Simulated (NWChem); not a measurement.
System: BCl₃; SMILES ClB(Cl)Cl

The following NWChem deck was run.

```
start job
memory heap 200 mb stack 900 mb global 1100 mb
geometry units angstroms noautosym nocenter noautoz
  B      0.000000     0.000000     0.000000
  Cl     0.881255     1.514425     0.000000
  Cl     0.870903    -1.520402     0.000000
  Cl    -1.752158     0.005977     0.000000
end
basis spherical
  B library pcsseg-1
  Cl library pcsseg-1
end
dft
  xc pbe0
  iterations 150
end
property
  shielding 2 1 2
end
task dft property
```

Structure relaxed at the B3LYP/6-31G* (spherical d) level.

GIAO values for the isolated, static molecule; σ is the absolute isotropic shielding, δ = σ(reference) − σ with the isolated reference molecule computed at the same levels (11B: boron trifluoride).

Atoms are numbered as in the input.

Task: Predict the main results of this run. (PBE0/pcSseg-1, GIAO.) Quantities: δ B1 (ppm); σ Cl2 (ppm).

Result: 
- δ B1 (ppm) = 39.8
- σ Cl2 (ppm) = 650.1
